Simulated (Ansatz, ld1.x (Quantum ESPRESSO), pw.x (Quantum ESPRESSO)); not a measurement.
**osmium (Os): does the RRKJ potential hold in the solid?**

ld1.x (Quantum ESPRESSO) 7.5 input, shortened:

```
&input
   title='Os', zed=76., rel=1, dft='PBESOL', iswitch=3,
   config='[Xe] 4f14 5d6.5 6s1.5 6p0'
 /
 &inputp
   pseudotype=2, tm=.false., rho0=0.02, lloc=0,
   nlcc=.true., new_core_ps=.true., rcore=1.00
 /
3
6P  2  1   0.00   0.00  3.64  3.64  0.0
5D  3  2   6.50   0.00  2.12  2.12  0.0
6S  1  0   1.50   0.00  2.82  2.82  0.0
 &test
   configts(1)='5d6.5 6s1.5 6p0'
 /
```

Crystal test: sc Os in pw.x 7.5, no spin, 13³ k-points, Fermi–Dirac smearing 0.01 Ry, cutoffs 50/200 Ry. The reference is all-electron LAPW (Ansatz 0.2.0) with the same functional, mesh and smearing; V0 and B0 come from Birch–Murnaghan fits to the pressures at five volumes. Errors are pseudo minus all-electron; Δ is the rms difference of the E(V) curves that follow from these fits, minima aligned, over ±6 % about the mean V0. Mesh and smearing are coarse, so the numbers serve the comparison and aren't converged zero-temperature values; the lattice is a test structure that the element need not adopt.

All-electron: a0 = 2.531 Å (V0 = 16.22 Å³/atom), B0 = 294.0 GPa.

Task: How far does the potential miss the all-electron equation of state?

Result: mean pressure error (GPa): +5.27; a0 (Å): 2.546; a0 error (%): +0.58; B0 error (%): -2.3; Δ (meV/atom): 18.2. The largest radius (3.64 bohr) exceeds half the bond length (2.39 bohr), so the spheres overlap, which is one possible source of error among others. This is a poor potential for the solid.

```
V (Å³/atom)  P all-electron (GPa)  P pseudo (GPa)
     15.412                 16.99           23.16
     15.817                  7.89           13.57
     16.223                 -0.01            5.22
     16.629                 -6.86           -2.06
     17.034                -12.81           -8.37
```

Task: At the middle volume, how do free energy and pressure move when the wave cutoff is lowered (ecutrho kept at four times it)?

Result:

| cutoff (Ry) | shift of F (meV/atom) | shift of P (GPa) |
| --- | --- | --- |
| 22 | +2282.0 | -106.80 |
| 30 | +115.9 | -10.48 |
| 40 | -1.2 | +0.01 |

The run at the middle volume (84 k-points, 7 iterations) took about 4.8 s on one core of a shared host (Neoverse-V2, 96 threads, 742 GiB, load 79).
